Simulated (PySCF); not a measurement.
Species, as SMILES: FOF.
Geometry (B3LYP-D3(BJ)/def2-TZVP, fixed):
```
O
F 1 1.4020
F 1 1.4020 2 103.99
```
Charge 0, spin multiplicity 1.

Basis-set convergence of the mean static polarisability at PBE with PySCF. All functions are spherical. Density fitting with generated auxiliary sets. No added dispersion term, no relativity. Reference: the value in d-aug-cc-pVTZ, 15.30 bohr³, itself unsure by roughly 0.8 % (its mean distance from aug-pcseg-3, aug-cc-pVQZ, aug-pcseg-2). Deviations are taken from unrounded values.

```tsv
basis	functions	mean static polarisability (bohr³)
cc-pVDZ	42	8.67
aug-cc-pVDZ	69	14.14
def2-SVP	42	9.00
def2-SVPD	69	14.78
pcseg-1	42	9.63
aug-pcseg-1	69	15.07
6-311G**	54	9.13
6-311+G**	66	12.05
cc-pVTZ	90	10.68
aug-cc-pVTZ	138	14.82
pcseg-2	90	12.03
aug-pcseg-2	138	15.17
def2-TZVPP	93	11.67
def2-TZVPPD	120	15.16
cc-pVQZ	165	12.23
aug-cc-pVQZ	240	15.11
def2-QZVPP	171	12.78
def2-QZVPPD	198	15.21
pcseg-3	180	14.04
aug-pcseg-3	255	15.27
```

What the diffuse functions change, pair by pair:
- cc-pVDZ to aug-cc-pVDZ: 27 more functions, deviation -43.4 to -7.6 %
- def2-SVP to def2-SVPD: 27 more functions, deviation -41.2 to -3.4 %
- pcseg-1 to aug-pcseg-1: 27 more functions, deviation -37.1 to -1.5 %
- 6-311G** to 6-311+G**: 12 more functions, deviation -40.3 to -21.2 %
- cc-pVTZ to aug-cc-pVTZ: 48 more functions, deviation -30.2 to -3.1 %
- pcseg-2 to aug-pcseg-2: 48 more functions, deviation -21.4 to -0.8 %
- def2-TZVPP to def2-TZVPPD: 27 more functions, deviation -23.7 to -0.9 %
- cc-pVQZ to aug-cc-pVQZ: 75 more functions, deviation -20.1 to -1.3 %
- def2-QZVPP to def2-QZVPPD: 27 more functions, deviation -16.4 to -0.6 %
- pcseg-3 to aug-pcseg-3: 75 more functions, deviation -8.3 to -0.2 %

They bring the value nearer the reference by more than 0.8 % in 10 of 10 pairs.
